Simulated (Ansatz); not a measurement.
System: zinc-blende HgS (metastable phase). Method: PBEsol in Ansatz (PAW).

Numerical settings: plane-wave cutoff 520 eV, 20×20×20 k mesh, Fermi–Dirac smearing 0.05 eV, perturbation theory, scalar-relativistic PAW data made under PBE.

Computed at the level's own relaxed cell.

Problem. Predict the TO(Γ) frequency.

Solution. 
TO(Γ) frequency: 170 cm⁻¹

Measured, for comparison: zone-centre TO phonon frequency 177 cm⁻¹ (temperature not stated, not corrected to a static lattice; as tabulated in Szuszkiewicz, Witkowska, Jouanne, Raman spectroscopy of cubic HgS:Fe, Acta …). Computed (rounded) less measured: zone-centre TO phonon frequency -4 %.

Note: the solid has no gap at this level, which affects its response.

Spin–orbit coupling is not included; it can shift volumes and moduli of such heavy elements.

Ansatz is a quantum-chemistry and plane-wave program.
